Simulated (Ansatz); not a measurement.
**CH₃BN radical (SMILES BC=[N]): functionals against CCSD(T) at one geometry**

The task here is to estimate one member of a computed series from the others.

The runs use Ansatz 0.2.0, Gaussian basis; single points in def2-TZVPP.

Correlated methods freeze the cores. Orbitals are unrestricted.

## Where the work starts

SMILES `BC=[N]`, 6 atoms, charge 0, spin multiplicity 2.

Atoms are counted from 1 here; the program's logs count them from 0.

Bond lengths: B1–C2 1.519 Å, B1–H4 1.127 Å, B1–H5 1.219 Å, C2–N3 1.174 Å, C2–H6 0.979 Å. Angles: C2–B1–H4 121.1°, C2–B1–H5 119.5°, H4–B1–H5 119.3°, B1–C2–N3 127.8°, B1–C2–H6 124.7°, N3–C2–H6 107.3°.

Coordinates:

```xyz
6

B    -0.6218    0.1898   -0.4324
C     0.5679   -0.2052    0.4253
N     0.6992   -1.1770    1.0709
H    -1.5028   -0.5010   -0.5591
H    -0.6026    1.2502   -1.0341
H     1.4092    0.2923    0.4736
```

The first run:

File run/in.yaml:

```yaml
crystal:
  periodic: [false, false, false]
  atoms:
    - {symbol: B, position_ang: [-0.621800, 0.189800, -0.432400]}
    - {symbol: C, position_ang: [0.567900, -0.205200, 0.425300]}
    - {symbol: N, position_ang: [0.699200, -1.177000, 1.070900]}
    - {symbol: H, position_ang: [-1.502800, -0.501000, -0.559100]}
    - {symbol: H, position_ang: [-0.602600, 1.250200, -1.034100]}
    - {symbol: H, position_ang: [1.409200, 0.292300, 0.473600]}
basis:
  gaussian: {orbitals: def2-TZVPP}
magnetization: {spin_polarized: true, initial_magnetization: 1}
correlation: {method: ccsd_t}
scf: {omitted_lower_state_checks: [cluster_reference]}
output: {forces: true}
```

The command line of these runs was not kept.

Among the steps run: CCSD(T)/def2-TZVPP; PBE0-D4/def2-TZVPP; wB97M-V/def2-TZVPP; r2SCAN-D4/def2-TZVPP; PBE-D4/def2-TZVPP; LC-wPBE/def2-TZVPP; r2SCAN0-D4/def2-TZVPP.

One table of the session follows, with a row left open; its other results are not shown here.

```
    method  RMS force component (eV/Å)  angle to CCSD(T) forces (°)  dipole (D)
   CCSD(T)                       2.839                    reference        1.93
   PBE0-D4                           ?                            ?           ?
   wB97M-V                       2.590                          4.6        1.91
 r2SCAN-D4                       2.693                          3.8        1.87
    PBE-D4                       2.842                          3.9        1.85
   LC-wPBE                       2.544                          6.1        2.00
r2SCAN0-D4                       2.549                          4.9        1.90
```

Q: Estimate the row for PBE0-D4 from the others.

**Answer.** RMS force component (eV/Å): 2.642; angle to CCSD(T) forces (°): 4.8; dipole (D): 1.89. In the column «RMS force component (eV/Å)» it lies between wB97M-V (2.590) and r2SCAN-D4 (2.693).
